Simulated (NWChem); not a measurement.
Molecule: difluoromethane (CH₂F₂); SMILES C(F)F

```xyz
5

F      1.0958     0.0000    -0.2872
C      0.0000     0.0000     0.4910
F     -1.0958     0.0000    -0.2872
H      0.0000     0.9137     1.1116
H      0.0000    -0.9137     1.1116
```
Atoms are numbered in this order, from 1.

All runs: NWChem. Structure relaxed at the PBE0/def2-SVP level. B3LYP is NWChem's, with the RPA form of VWN correlation. Ions are spin-unrestricted doublets at the neutral geometry; other ion states weren't tried.

For level PBE/def2-SVP:

| Quantity | Value |
|---|---|
| vertical ionisation energy, ΔSCF (eV) | 12.08 |
| −ε(HOMO) (eV) | 7.61 |

### Question
Estimate the same quantities for level B3LYP/def2-SVP.

### Answer
* **vertical ionisation energy, ΔSCF (eV)**: 12.70
* **−ε(HOMO) (eV)**: 9.27
